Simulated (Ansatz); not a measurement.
A run of Ansatz (development build ahead of 0.2.0) on singlet CH₂S at this shape:

```xyz
4

C    -0.0340   -0.0204   -1.0521
S    -0.0354    0.0071    0.5501
H    -0.0320   -0.9570   -1.6398
H    -0.0063    0.8801   -1.6131
```

Its results:

```
Converged                       : yes
Total energy                    : -436.55619 hartree
Spin squared of the determinant : 0.000
```

Question: Which input gives this output? Name the method, the orbitals and the basis set, and write the input.

Answer: RHF in cc-pVTZ. An unrestricted run that stays on the closed shell gives the same numbers.

```yaml
crystal:
  periodic: [false, false, false]
  atoms:
    - { symbol: C, position_ang: [-0.03401, -0.02037, -1.05211] }
    - { symbol: S, position_ang: [-0.03539, 0.00714, 0.55012] }
    - { symbol: H, position_ang: [-0.03202, -0.95705, -1.63975] }
    - { symbol: H, position_ang: [-0.00635, 0.88012, -1.61309] }
basis:
  gaussian: { orbitals: cc-pVTZ }
hamiltonian:
  xc: hf
```
